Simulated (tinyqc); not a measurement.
Inside a calculation. Method: MP2 on RHF in the sto-6g basis, frozen core, for H2O, spin multiplicity 1. One step of it, computed by the program tinyqc.

Problem. Orthogonalisation. S = U s U^T; canonical form X = U s^(-1/2), so that X^T S X = 1. Each column of U has its largest component positive (the first on a tie).

overlap S:
```
           1O 1s     1O 2s    1O 2px     1O 2py    1O 2pz     2H 1s      3H 1s
1O 1s   1.000000  0.231145  0.000000   0.000000  0.000000  0.044019   0.044019
1O 2s   0.231145  1.000000  0.000000   0.000000  0.000000  0.413581   0.413581
1O 2px  0.000000  0.000000  1.000000   0.000000  0.000000  0.000000   0.000000
1O 2py  0.000000  0.000000  0.000000   1.000000  0.000000  0.279915  -0.279915
1O 2pz  0.000000  0.000000  0.000000   0.000000  1.000000  0.220294   0.220294
2H 1s   0.044019  0.413581  0.000000   0.279915  0.220294  1.000000   0.202527
3H 1s   0.044019  0.413581  0.000000  -0.279915  0.220294  0.202527   1.000000
```

Give: eigenvalues of S; X.

Solution.

eigenvalues of S: 0.407  0.490  0.887  1.000  1.095  1.307  1.813

X:
```
             1       2       3      4       5       6      7
1O 1s   -0.319   0.000   0.745  0.000  -0.617   0.000  0.165
1O 2s    1.078   0.000  -0.300  0.000  -0.307   0.000  0.436
1O 2px   0.000   0.000   0.000  1.000   0.000   0.000  0.000
1O 2py   0.000   0.876   0.000  0.000   0.000   0.691  0.000
1O 2pz   0.508   0.000   0.653  0.000   0.633   0.000  0.207
2H 1s   -0.684  -0.798  -0.167  0.000   0.137   0.379  0.382
3H 1s   -0.684   0.798  -0.167  0.000   0.137  -0.379  0.382
```
